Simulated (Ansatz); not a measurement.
**AlBH5 (doublet): the correlation ladder at distance Al1–H4 along a hydrogen transfer = 1.586 Å, cc-pVDZ**

How much of the correlation energy of AlBH5 (doublet) does each wave-function method recover here?

Program: Ansatz 0.2.0, Gaussian basis. Level of theory: cc-pVDZ, core rule «outside noble gas», up to 6 orbitals frozen. These are calculated values, not measurements.

To be run: UHF; CCSD(T) on ROHF; CCSD(T) on UHF; BCCD(T) on ROHF; CISD; CCSDT(Q) on ROHF; CCSDT(Q) on UHF; CASSCF and MRCISD+Q, 3 electrons in 3 orbitals; CASSCF and NEVPT2, 3 electrons in 3 orbitals; CASSCF and NEVPT2, 9 electrons in 9 orbitals.

3 further runs of the same task are left out: 3 that didn't finish.

## Step 1: The system

The geometry derives from fragments relaxed apart (PBE0/def2-TZVP) and kept rigid, so it is no stationary point. A hydrogen atom is moved between rigid fragments.

7 atoms, charge 0, spin multiplicity 2.

Atoms are counted from 1 here; the program's logs count them from 0.

Bond lengths: Al1–H2 1.586 Å, Al1–H3 1.586 Å, Al1–H4 1.586 Å, B5–H6 1.191 Å, B5–H7 1.191 Å. Angles: H2–Al1–H3 120.0°, H2–Al1–H4 120.0°, H3–Al1–H4 120.0°, H6–B5–H7 129.4°.

## Step 2: UHF

in.yaml reads:

```yaml
crystal:
  periodic: [false, false, false]
  atoms:
    - {symbol: Al, position_ang: [-0.956203, 0.000000, 0.000000]}
    - {symbol: H, position_ang: [-1.749127, 1.373384, 0.000000]}
    - {symbol: H, position_ang: [-1.749127, -1.373384, 0.000000]}
    - {symbol: H, position_ang: [0.629645, 0.000000, 0.000000]}
    - {symbol: B, position_ang: [2.156797, 0.000000, 0.000000]}
    - {symbol: H, position_ang: [2.665870, 0.000000, 1.077008]}
    - {symbol: H, position_ang: [2.665870, 0.000000, -1.077008]}
basis:
  gaussian: {orbitals: cc-pVDZ}
magnetization: {spin_polarized: true, initial_magnetization: 1}
hamiltonian: {xc: hf}
output: {orbitals: {seedname: orbitals}}
```

The run is started by

```sh
$ ansatz run in.yaml --threads 1 --pin off --events-out ev --progress --plain --max-ram 2393MiB
```

Further steps of the session: CCSD(T) on ROHF; CCSD(T) on UHF; BCCD(T) on ROHF; CISD; CCSDT(Q) on ROHF; CCSDT(Q) on UHF; CASSCF and MRCISD+Q, 3 electrons in 3 orbitals; CASSCF and NEVPT2, 3 electrons in 3 orbitals; CASSCF and NEVPT2, 9 electrons in 9 orbitals.

Q: Predict the results of all the runs planned. Wanted: UCCSDT(Q) below the RHF energy; RMP2 from UCCSDT(Q); UMP2 from UCCSDT(Q); RCCSD from UCCSDT(Q); RCCSD(T) from UCCSDT(Q); UCCSD(T) from UCCSDT(Q); RCCSDT(Q) from UCCSDT(Q); NEVPT2 frontier from UCCSDT(Q); T1 diagnostic.

The runs gave:

```
                         quantity                                                   value
   UCCSDT(Q) below the RHF energy                                              -5.7586 eV
              RMP2 from UCCSDT(Q)                                             +1315.8 meV
              UMP2 from UCCSDT(Q)                                             +1318.4 meV
             RCCSD from UCCSDT(Q)                                              +134.3 meV
          RCCSD(T) from UCCSDT(Q)                                               +29.7 meV
          UCCSD(T) from UCCSDT(Q)                                               +29.7 meV
         RCCSDT(Q) from UCCSDT(Q)                                                +0.5 meV
   NEVPT2 frontier from UCCSDT(Q)                                             +1302.8 meV
levels within 1 kcal/mol (43 meV)  RCCSD(T), UCCSD(T), BCCD(T), RCCSDT, UCCSDT, RCCSDT(Q)
                    T1 diagnostic                                                   0.016
```

What this shows: RCCSD(T) misses by +29.7 meV, 0.5 % of the correlation energy. These misses are within one basis, not against nature; the frozen cores of restricted and unrestricted runs differ, which can shift their rows.
